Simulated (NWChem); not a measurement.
Correlation energy of dichloromethane (CH2Cl2)

SMILES: ClCCl
```xyz
5

Cl     1.4776     0.0000     0.2145
C      0.0000     0.0000    -0.7559
Cl    -1.4776     0.0000     0.2145
H      0.0000     0.9015    -1.3789
H      0.0000    -0.9015    -1.3789
```
Charge 0, spin multiplicity 1.

Everything below was run with NWChem. Structure: optimised with PBE0/def2-SVP, a minimum by its harmonic frequencies.

Basis set: 6-31G*. Each correlation energy counts from its own Hartree-Fock reference.

| method | correlation energy (mHa) | difference from CCSD(T) |
|---|---|---|
| MP2 | -386.7 | +46.9 |
| CCSD+T(CCSD) | -434.0 | -0.4 |
| CR-CCSD[T] | -431.5 | +2.2 |
| CCSD(T) | -433.6 | 0.0 |
| SCS-MP2 | -378.3 | +55.3 |
| CR-CCSD(T) | -431.1 | +2.5 |
| CCSD | -422.3 | +11.3 |

The values span 55.7 mHa, from CCSD+T(CCSD) (lowest) to SCS-MP2 (highest). 

The correlated methods keep 11 core orbitals frozen. The Pople sets run with spherical d functions. Differences from the coupled-cluster row are differences between methods, not errors against experiment.
